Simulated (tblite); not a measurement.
Compound: C4H3OS (doublet state).
Structure used (GFN2-xTB), in Å, numbered top down from 1:
```xyz
9
C4H3OS angstrom
S      2.2850   -0.3304    0.4435
C      0.5853    0.0170    0.2117
C     -0.2302    0.9256    0.8302
C     -1.4733    0.7217    0.2091
C     -1.3647   -0.2543   -0.7144
O     -0.0770   -0.7022   -0.7198
H      2.3060   -1.2791   -0.4900
H      0.0337    1.6177    1.5996
H     -2.0512   -0.7099   -1.3950
```

All values are computed: GFN2-xTB (tblite) harmonic vibrations without scaling, gas phase. Errors from tens to a few hundred cm⁻¹ against measured bands are possible. Modes of hydrogen on sulfur can be 10 to 20 % off. One conformer, not necessarily the lowest. Open shells enter through the occupations alone, without spin polarisation, and single modes of such species can be off by tens of per cent.

Harmonic wavenumbers (cm⁻¹): 83.9, 204.7, 253.1, 469.5, 475.7, 560.9, 723.0, 785.3, 811.8, 835.6, 890.5, 1026.3, 1068.5, 1140.7, 1190.9, 1321.7, 1437.5, 1528.8, 2438.8, 3201.0, 3211.8.

A = 9204, B = 2256, C = 1812 MHz; mass 98.990 u (most abundant isotopes); point group Cs, symmetry number 1; spin multiplicity 2.

Problem. What is the zero-point energy?

Solution. ½Σν̃ = 11830 cm⁻¹ = 33.82 kcal/mol.

Problem. Entropy at 298.15 K, 1 bar (ideal gas, RRHO, classical rotation)?

Solution. Translation 39.71, rotation 26.55, vibration 10.90, spin (R ln 2) 1.38: S = 78.5 cal/(mol K).

Problem. And Cp and H(298.15 K) − H(0)?

Solution. Cp = 21.85 cal/(mol K), of which vibrations give 13.90 (their classical limit is 21 R = 41.7); H(298.15 K) − H(0) = 4.24 kcal/mol without the zero-point energy, 1.87 from vibrations.

Problem. What must be added to the electronic energy to get the Gibbs energy at 298.15 K and 1 bar?

Solution. ZPE + [H(298.15 K) − H(0)] − T·S = 33.82 + 4.24 − 23.42 = 14.64 kcal/mol.

Problem. How do the functions run with temperature in this model?

Solution. 
```tsv
T (K)	S (cal/(mol K))	Cp (cal/(mol K))	H − H(0) (kcal/mol)	G − H(0) (kcal/mol)	ln q(vib)
50	54.2	9.5	0.42	-2.28	0.10
100	61.4	11.7	0.95	-5.19	0.44
373.15	83.9	25.6	6.02	-25.27	3.14
500	92.1	30.7	9.61	-36.44	4.57
750	105.9	37.1	18.16	-61.25	7.37
1000	117.1	40.8	27.94	-89.17	9.99
```

q(vib) and H(0) count from the zero-point level.

Problem. Which modes carry the vibrational entropy at 298.15 K?

Solution. 83.9 cm⁻¹: 3.80; 204.7 cm⁻¹: 2.09; 253.1 cm⁻¹: 1.71; 469.5 cm⁻¹: 0.74; 475.7 cm⁻¹: 0.72; 560.9 cm⁻¹: 0.52 cal/(mol K); the other 15 give 1.32 together.

Hindered rotation and anharmonicity are outside this model. Other conformers, if any are populated, would add a mixing term that is left out.

Time: 0.18 s wall. Hardware: Arm Neoverse V1, one thread, on a shared host. The figure is for the frequency step alone.
